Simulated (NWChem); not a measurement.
Molecule: chloromethane (CH₃Cl); SMILES CCl

Computed with NWChem. Pople sets run with spherical d functions. Coordinates come from a PBE0/def2-SVP optimisation. Computed dipoles belong to the equilibrium geometry; the measured one is vibrationally averaged.

Measured dipole moment: 1.87 D (NIST CCCBDB, as tabulated in the package chemicals).

```tsv
level	dipole moment (D)	computed − measured
B3LYP/STO-3G	2.04	+0.17
B3LYP/3-21G	2.17	+0.30
B3LYP/6-31G*	2.00	+0.13
B3LYP/6-31+G*	2.07	+0.20
B3LYP/def2-SVP	1.77	-0.10
B3LYP/def2-SVPD	1.93	+0.06
B3LYP/def2-TZVP	1.88	+0.01
B3LYP/6-311++G**	2.02	+0.15
B3LYP/aug-cc-pVTZ	1.90	+0.03
```
